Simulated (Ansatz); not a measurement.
Born–Oppenheimer molecular dynamics of CH$_{5}$Si$_{2}$ (8 atoms, charge -1, multiplicity 1). It goes on from the last frame of an earlier run, with new velocities.

Computed with RKS PBE0/def2-SVP (Ansatz 0.2.0).

```json
{
  "ensemble": "NVT, Langevin thermostat",
  "time step": "0.5 fs",
  "steps asked": "100",
  "set temperature": "1000 K",
  "friction": "0.05 /fs",
  "seed": "220336"
}
```

First frame:

```xyz
8
Properties=species:S:1:pos:R:3
Si -1.595 0.726 -1.022
C 0.053 0.159 -0.517
Si 0.457 -0.073 1.227
H -1.193 0.572 -2.492
H 0.910 0.079 -1.180
H -0.681 0.558 2.109
H 1.758 0.628 1.829
H 0.571 -1.543 1.710
```

Task: How far do the bonds stretch over the last three quarters of this one trajectory? (Pairs bonded in most of those frames.)

Result: 
| bond | mean (Å) | spread (Å) | shortest | longest |
| --- | --- | --- | --- | --- |
| Si1–C2 | 1.804 | 0.046 | 1.75 | 1.87 |
| Si1–H4 | 1.601 | 0.066 | 1.45 | 1.70 |
| C2–Si3 | 1.847 | 0.061 | 1.73 | 1.93 |
| C2–H5 | 1.113 | 0.043 | 1.04 | 1.19 |
| Si3–H6 | 1.497 | 0.049 | 1.43 | 1.63 |
| Si3–H7 | 1.580 | 0.095 | 1.40 | 1.73 |
| Si3–H8 | 1.570 | 0.082 | 1.44 | 1.72 |

Mean temperature of the second half: 970 K. A run of 0.05 ps of so small a system gives no equilibrium averages. Limits of this set-up: an anion without diffuse functions, the dipole of an ion depends on the origin.

The run took 3 min on 1 thread of Arm Neoverse V1 (shared host), peak memory 0.12 GiB.
